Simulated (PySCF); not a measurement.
bicarbonate, CHO3 (charge -1), SMILES O=C([O-])O, point group Cs.

Force field and properties: B3LYP/pcSseg-1 (PySCF, grid level 2). Vibrational terms come from second-order perturbation theory with semi-diagonal cubic constants, by steps of ±0.6 along the normal coordinates of each isotopologue. The parent has the commonest isotopes.

Equilibrium geometry (Å):

```csv
atom,x,y,z
O1,-0.4109,1.2477,0.0339
C2,-0.4045,0.0444,-0.3062
O3,-1.2032,-0.6554,-0.9353
O4,0.7867,-0.6654,0.1315
H5,1.2664,0.0402,0.5909
```

Species: ¹⁷O at 4. Output of the displacement run:

```
mode    cm-1    km/mol   phi_rrr   E(+)/cm-1  E(-)/cm-1
  1    544.07    10.35     -15.7      97.64      98.88
  2    549.38    78.16     -11.2     121.99     122.30
  3    614.06     6.12      88.7     113.84     107.44
  4    822.65    38.40       0.1     148.14     148.15
  5    861.38   228.13    -178.2     149.00     161.81
  6   1191.85    87.26     130.5     221.71     211.96
  7   1314.32   351.30    -176.2     230.28     242.99
  8   1815.77   595.95    -107.4     323.60     331.31
  9   3740.29     6.98   -2608.8     588.48     775.42
```

For the shielding of C2 (σe = 17.93 ppm):

| mode | ω (cm⁻¹) | Σr φrrs (cm⁻¹) | ∂σ/∂q | ∂²σ/∂q² |
| --- | --- | --- | --- | --- |
| 1 | 544 | -123 | 0.807 | -0.393 |
| 2 | 549 | -14 | 0.044 | -0.325 |
| 3 | 614 | 364 | 0.057 | -0.283 |
| 4 | 823 | 0 | -0.002 | -1.640 |
| 5 | 861 | -597 | -1.401 | -0.648 |
| 6 | 1192 | 114 | -2.466 | -0.034 |
| 7 | 1314 | -422 | -9.593 | -0.580 |
| 8 | 1816 | 11 | -1.539 | 0.700 |
| 9 | 3740 | 584 | -0.468 | -0.019 |

Q: Work out the zero-point average of this shielding.

A: With ⟨qs⟩ = −Σr φrrs/(4ωs) and ⟨qs²⟩ = 1/2: the mean displacements are 0.057, 0.006, -0.148, 0.000, 0.173, -0.024, 0.080, -0.001, -0.039. The anharmonic term Σ (∂σ/∂q)⟨q⟩ is -0.89 ppm, the harmonic term ¼ Σ ∂²σ/∂q² is -0.81 ppm, so ⟨σ⟩ = 16.23 ppm.

Internal rotors are held in one well.
